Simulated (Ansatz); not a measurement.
# Al2H (quartet): wB97M-V, HSE06 over a scan of the distance Al1–H3, 6-31G

Aim: run Al2H (quartet) with these functionals over a scan of the distance Al1–H3, and hold them against the top wave-function level at the same points.

Program: Ansatz 0.2.0, Gaussian basis. Level of theory: 6-31G, all electrons in the functionals. These are calculated values, not measurements.

Plan: wB97M-V, HSE06, at 1.253 Å; 1.429 Å; 1.583 Å; 1.718 Å; 1.934 Å; 2.206 Å; 2.539 Å; 2.970 Å; 3.477 Å; 4.371 Å; 5.440 Å.

19 further runs of the same task are left out: 17 that didn't finish, 2 set aside as unsound or not needed.

### Step 1. What is computed

The geometry derives from a PBE0/def2-TZVP stationary point (not a proven minimum). One bond is set to the value named and the two fragments are kept rigid.

3 atoms, charge 0, spin multiplicity 4.

Atoms are counted from 1 here; the program's logs count them from 0.

Bond lengths: Al1–Al2 2.360 Å, Al1–H3 1.583 Å. Angles: Al2–Al1–H3 180.0°.

No dispersion term is added; wB97M-V holds VV10 nonlocal correlation. HSE06 is the plane-wave form.

The geometry shown and the zero of energy belong to the point 1.583 Å. The yardstick, FCI, and other wave-function levels (R restricted, U unrestricted, valence and pair active spaces) come from earlier runs.

### Step 2. wB97M-V, 1.253 Å

The input, in.yaml:

```yaml
crystal:
  periodic: [false, false, false]
  atoms:
    - {symbol: Al, position_ang: [0.000000, 0.000000, 0.369139]}
    - {symbol: Al, position_ang: [0.000000, 0.000000, -1.991277]}
    - {symbol: H, position_ang: [0.000000, 0.000000, 1.622139]}
basis:
  gaussian: {orbitals: 6-31G}
magnetization: {spin_polarized: true, initial_magnetization: 3}
hamiltonian: {xc: {name: wB97M-V}}
output: {orbitals: {seedname: orbitals}}
```

Launch:

```bash
ansatz run in.yaml --threads 1 --pin off --events-out ev --progress --plain --max-ram 2393MiB
```

Further steps of the session: wB97M-V, 1.429 Å; wB97M-V, 1.583 Å; wB97M-V, 1.718 Å; wB97M-V, 1.934 Å; wB97M-V, 2.206 Å; wB97M-V, 2.539 Å; wB97M-V, 2.970 Å; wB97M-V, 3.477 Å; wB97M-V, 4.371 Å; wB97M-V, 5.440 Å; HSE06, 1.253 Å; HSE06, 1.429 Å; HSE06, 1.583 Å; HSE06, 1.718 Å; HSE06, 1.934 Å; HSE06, 2.206 Å; HSE06, 2.539 Å; HSE06, 2.970 Å; HSE06, 3.477 Å; HSE06, 4.371 Å; HSE06, 5.440 Å.

**Question.** What will the summary of the whole plan be? Wanted: span of the FCI curve; largest miss, wB97M-V; largest miss, HSE06.

As calculated:

| quantity | value |
| --- | --- |
| span of the FCI curve | 171.5 kJ/mol |
| largest miss, wB97M-V | +36.7 kJ/mol (2.539 Å) |
| largest miss, HSE06 | +44.0 kJ/mol (5.440 Å) |

What this shows: Of the functionals, wB97M-V keep the smallest largest miss at the points compared (at most 36.7 kJ/mol) and HSE06 strays most (44.0 kJ/mol, at 5.440 Å). Functionals and the yardstick converge differently with the basis, so part of each miss in 6-31G is the basis.
